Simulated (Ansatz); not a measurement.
Consider a rigid torsion scan of C₃H₄O₂, SMILES C=CC(=O)O (the Ansatz DFT code, driven from Python).

`torsion.py`
```python
import warnings

import ansatz as az
from ase import Atoms


def main() -> None:
    warnings.simplefilter("ignore", az.DeckWarning)

    atoms = Atoms(["C", "C", "C", "O", "O", "H", "H", "H", "H"], positions=[
        [-0.2335, 0.3384, -1.3807],
        [-0.1814, -0.5917, -0.478],
        [0.1344, -0.3656, 0.9208],
        [0.3358, -1.2411, 1.7626],
        [0.3776, 0.9137, 1.2283],
        [-0.5408, 0.1648, -2.4211],
        [-0.0872, 1.4293, -1.1406],
        [-0.3108, -1.6085, -0.7515],
        [0.5943, 0.9143, 2.243],
    ])

    first = (
        az.Crystal.molecule_from_ase(atoms).calculation()
        .basis(gaussian="cc-pVDZ")
        .functional("pbe0")
        .relax(force_tolerance=0.02, max_steps=80)
    )
    atoms.positions = first.run(threads=1).report["positions_ang"]

    start = atoms.get_dihedral(2, 1, 0, 5)
    energies = {}
    for turn in range(0, 360, 40):
        turned = atoms.copy()
        turned.set_dihedral(2, 1, 0, 5, start + turn, indices=[0, 5, 6])
        base = az.Crystal.molecule_from_ase(turned).calculation().basis(gaussian="cc-pVDZ").correlation("mp2")
        energies[round((start + turn) % 360)] = base.run(threads=1).report["free_energy_ev"]
    floor = min(energies.values())
    print("dihedral C2-C1-C0-H5 (deg)   E - E(min) (eV)")
    for angle, e in sorted(energies.items()):
        print(f"{angle:8d} {(e - floor):14.3f}  " + "#" * int(30 * (e - floor) / max(max(energies.values()) - floor, 1e-9)))


if __name__ == "__main__":
    main()
```

Where along the turn do the lowest and the highest point lie, and how far apart are they?

The lowest point is at 180° and the highest at 260°, 3.347 eV (322.9 kJ/mol) above it, with the rest of the molecule held.

The run itself:

Running `python torsion.py` prints:
```text
dihedral C2-C1-C0-H5 (deg)   E - E(min) (eV)
      20          0.219  #
      60          1.922  #################
     100          3.346  #############################
     140          0.867  #######
     180          0.000
     220          0.868  #######
     260          3.347  ##############################
     300          1.921  #################
     340          0.219  #
```

What to keep in mind:
- The scan is rigid and the energies are electronic, in a modest basis. With rigid groups the curve can differ much from the relaxed path, the start wasn't checked as a minimum of this torsion, and equivalent turns needn't return to the same energy.
- The start is relaxed with a density functional and scanned with the wavefunction method, so it isn't exactly that method's minimum.
- Wall time of the script: 46 s on 1 thread of Arm Neoverse V1, with other jobs on the host, peak memory 0.24 GiB.

(Lines on the test bed's own set-up are left out of the output.)
